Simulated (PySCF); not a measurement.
# 2 MgH₂ → Mg₂H₄

Level: PBE0 in the def2-TZVP basis family, all electrons, no relativity, computed in PySCF with density fitting; open shells unrestricted.

| species | state and structure | E (Eh) | ZPE (kJ/mol) | H(298 K) − H(0) (kJ/mol) | S° (J/(mol K)) |
| --- | --- | --- | --- | --- | --- |
| MgH₂ | singlet, D∞h, Mg–H 1.706 Å (×2) | -201.12307 | 24.8 | 10.1 | 194.3 |
| Mg₂H₄ | singlet, D2h, Mg–H 1.700 Å (×2), Mg–H 1.880 Å (×4); H–Mg–H 84.6° (×2), H–Mg–H 137.7° (×4), Mg–H–Mg 95.4° (×2) | -402.29766 | 61.0 | 16.0 | 271.6 |

Task: What is the electronic reaction energy?

Result: At PBE0/def2-TZVP, ΔE = -135.3 kJ/mol from the differences of the total energies times 2625.5, downhill.

Task: Add zero-point, thermal and entropy terms for 298.15 K and 1 bar.

Result: ΔZPE = 11.4 and Δ[H(298) − H(0)] = -4.2 kJ/mol give ΔH° = -128.1 kJ/mol. ΔS° = -117.0 J/(mol K), so ΔG° = -128.1 − 298.15 × (-0.1170) = -93 kJ/mol and log₁₀K = 16.3. ΔG° would change sign near 1090 K if ΔH° and ΔS° stayed fixed.

The structures come from searches over a few start shapes, so lower isomers are not excluded.
